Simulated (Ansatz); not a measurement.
CH$_{9}$NSi, closed shell: at the start structure of a reaction step.

Input (in.yaml):

```yaml
crystal:
  periodic: [false, false, false]
  atoms:
    - {symbol: Si, position_ang: [-1.661864, 0.898248, -0.463223]}
    - {symbol: H, position_ang: [-0.499629, 1.816667, -0.380733]}
    - {symbol: H, position_ang: [-1.370856, -0.299175, -1.289326]}
    - {symbol: H, position_ang: [-2.203371, 0.548246, 0.872259]}
    - {symbol: H, position_ang: [-2.742507, 1.649212, -1.175908]}
    - {symbol: H, position_ang: [0.735961, -0.035481, 1.674556]}
    - {symbol: N, position_ang: [0.461612, -0.532154, 0.836495]}
    - {symbol: C, position_ang: [1.571269, -0.638459, -0.095552]}
    - {symbol: H, position_ang: [0.138957, -1.447309, 1.124129]}
    - {symbol: H, position_ang: [1.878783, 0.363153, -0.404143]}
    - {symbol: H, position_ang: [1.237150, -1.162489, -0.993578]}
    - {symbol: H, position_ang: [2.454394, -1.160658, 0.294924]}
basis:
  gaussian: {orbitals: def2-TZVPP}
hamiltonian: {xc: r2scan, dispersion: d4}
```

Run by:

```bash
ansatz run in.yaml --threads 4 --pin off --events-out ev --progress --plain --max-ram 9574MiB
```

What Ansatz 0.2.0 printed:

```
Functional definition: r2SCAN
  name "r2SCAN"
  cite "Furness, Kaplan, Ning, Perdew & Sun, J. Phys. Chem. Lett. 11, 8208 (2020) doi:10.1021/acs.jpclett.0c02405"
  cite "Furness, Kaplan, Ning, Perdew & Sun, J. Phys. Chem. Lett. 11, 9248 (2020) doi:10.1021/acs.jpclett.0c03077"
  parent r2scan
  parameter k0 = 0.174
  parameter k1 = 0.065
  parameter a1 = 4.9479
  exchange = r2scan_x(k0 = k0, k1 = k1, a1 = a1)
  correlation = r2scan_c
1154 factors; their error is unknown
mean field evaluation 1: about -10541.1180 eV, gradient 6.3e1 eV
mean field evaluation 2: about -10528.2037 eV, gradient 9.6e1 eV
mean field evaluation 4: about -10549.6666 eV, gradient 5.8e0 eV
mean field evaluation 8: about -10549.7418 eV, gradient 5.8e-2 eV
mean field evaluation 16: about -10549.7087 eV, gradient 3.2e-5 eV
mean field -10549.70871712 eV, -387.6946445049 hartree, gradient 3.2e-5 eV, S^2 0.000000; 0 other end points of the search recorded, 0 dependent functions left out
reference -10549.70873101 eV, -387.6946450153 hartree; 18, 18 occupied and 212, 212 virtual orbitals, 1154 factors
Total energy: -10549.75417658 eV, -387.6963151090 hartree
```

The lines “mean field evaluation” count trial sets of orbitals through the whole run, from several starts and some on an approximate energy, so they need not fall steadily or lie above the final value.

Hardware: 4 CPU threads of an Arm Neoverse V1, shared host. Wall time about 2.5 s.
